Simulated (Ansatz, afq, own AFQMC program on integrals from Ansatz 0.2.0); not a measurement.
Integrals from Ansatz 0.2.0, then the random walk in our own AFQMC program (afq).

```yaml
crystal:
  periodic: [false, false, false]
  atoms:
    - {symbol: Si, position_ang: [0.000000, 0.036282, 1.601852]}
    - {symbol: Ge, position_ang: [0.000000, -0.034524, -0.604012]}
    - {symbol: H, position_ang: [0.000000, 1.477110, -1.104596]}
basis:
  gaussian: {orbitals: cc-pVDZ}
magnetization: {spin_polarized: false, initial_magnetization: 3}
correlation: {method: ccsd_t, electrons: outside_noble_gas, hamiltonian_folder: ham}
```

```sh
$ ansatz run in.yaml --threads 1 --pin off --events-out ev --progress --plain --max-ram 1382MiB
```

Options of the walk:

```
--method phaseless --trial cisd --walkers 60 --populations 1 --least-time 40 --time-step 0.005 --steps-per-block 50 --equilibration-blocks 28 --max-blocks 300 --target-error 0.00036 --factor-cut 1e-05 --start spin_pure --seed 2328 --release-times 0.24,0.51,0.99,1.62,2.4 --release-step 0.03 --release-every 4 --taylor-order 6
```

Times are imaginary, in 1/Eh. The walk had a cap of 671 s. Filled inner d shells are frozen with the cores.

afq prints:

```
orbitals 31  electrons 6 3  factors 241 of 556
reference energy -2364.73766000 Eh
CCSD correlation -0.16846560 Eh in 13 cycles, weight of the determinant in the CISD state 0.8479
energy of the start -2364.906123 Eh
 block  time / (1/Eh)  mean weight  energy / Eh
     1     0.250  1.0000  -2364.904114
     2     0.500  0.9995  -2364.904013
     3     0.750  1.0001  -2364.904684
     4     1.000  0.9999  -2364.905901
     5     1.250  0.9994  -2364.906787
     7     1.750  0.9994  -2364.912228
     9     2.250  1.0003  -2364.912656
    11     2.750  1.0009  -2364.910380
    21     5.250  1.0006  -2364.912333
    31     7.750  1.0000  -2364.916496
    41    10.250  0.9983  -2364.913589
    51    12.750  0.9993  -2364.912990
    61    15.250  0.9997  -2364.910324
    71    17.750  1.0005  -2364.913961
    81    20.250  1.0000  -2364.914982
    91    22.750  0.9997  -2364.913235
   101    25.250  0.9993  -2364.909773
   111    27.750  1.0021  -2364.912344
   121    30.250  0.9993  -2364.916101
   131    32.750  0.9989  -2364.910978
   141    35.250  1.0000  -2364.911066
   151    37.750  1.0005  -2364.915813
   161    40.250  0.9987  -2364.913069
   171    42.750  1.0011  -2364.920505
   181    45.250  0.9987  -2364.915564
   191    47.750  0.9996  -2364.914567
   201    50.250  1.0006  -2364.913969
   211    52.750  0.9991  -2364.914662
   216    54.000  1.0000  -2364.914296
blocks merged  error / Eh  count
     1  0.000188  190
     2  0.000241  95
     4  0.000290  47
     8  0.000333  23
    16  0.000425  11
released: time / (1/Eh)  energy / Eh  error  mean overlap
  0.24  -2364.914499  0.000379  0.9998
  0.51  -2364.914386  0.000366  1.0063
  0.99  -2364.913832  0.000343  1.0160
  1.62  -2364.914770  0.000546  0.9983
  2.40  -2364.914476  0.000523  1.0213
energy -2364.914067 +/- 0.000333 Eh
(rows thinned)
```

The run passed its tests (sampling time, drift between the halves within three errors, error under three times the target), which doesn't prove that it has relaxed. The second half of the sampling lies below the first by 1.7 errors of their difference, so the energy may still be moving and its error bar be too small.

Against this walk (error 9.1 meV) on the same determinant: CCSD(T) 29.8 meV higher, CCSDT(Q) 25.5 meV lower. The error is statistical and leaves out the bias of the constraint. Released to 2.40 1/Eh the energy moves by -11 ± 17 meV (both errors), within twice the noise.

Cautions: constraint bias not in the error; no relativity below Rb; no spin-orbit coupling; inner d shell frozen; lower spins were not checked.

The walk took 3.1 min on 1 thread of Arm Neoverse V1, with other jobs on the host. The log's last line is the phaseless energy.

CCSDT and higher add their correlation energy to the determinant of the CCSD(T) run, since their own runs factorise the integrals more tightly (a shift of under 2 meV). A walk keeps the symmetry of its determinant, which the program's search chose and which needn't be the lowest solution, so a lower state of the same spin and another symmetry isn't excluded.
